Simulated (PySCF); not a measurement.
Molecule: ch3ch2o radical, C₂H₅O, net charge 0, doublet state. It need not be the lowest isomer of its formula. SMILES: [O]CC
Coordinates optimised at B3LYP-D3(BJ)/def2-TZVP (Ansatz):
```xyz
8

C      1.0493    -0.5853     0.0464
C     -0.0100     0.5071     0.0347
O     -1.2985     0.0846    -0.1022
H      0.0331     1.1281     0.9509
H      0.1761     1.2483    -0.7672
H      2.0474    -0.1560     0.1595
H      0.8746    -1.2755     0.8728
H      1.0209    -1.1525    -0.8849
```
Charge 0, spin multiplicity 2.

Dispersion corrections to the total energy (kcal/mol) from the dftd3 and dftd4 libraries through PySCF: D3(BJ) without and D4 with the three-body term, each with the damping fitted for the functional named.

```csv
functional,D3(BJ),D4
BHLYP,-2.88,-2.05
PBE0,-1.90,-1.62
HF,-21.42,-8.44
r2SCAN,-0.60,-0.48
B3LYP,(withheld),-3.16
LC-wPBE,(withheld),-2.17
PBE,(withheld),-1.98
```

Task: Some entries are withheld; supply them.

Result: 
- B3LYP, D3(BJ): -3.88
- LC-wPBE, D3(BJ): -1.97
- PBE, D3(BJ): -2.34
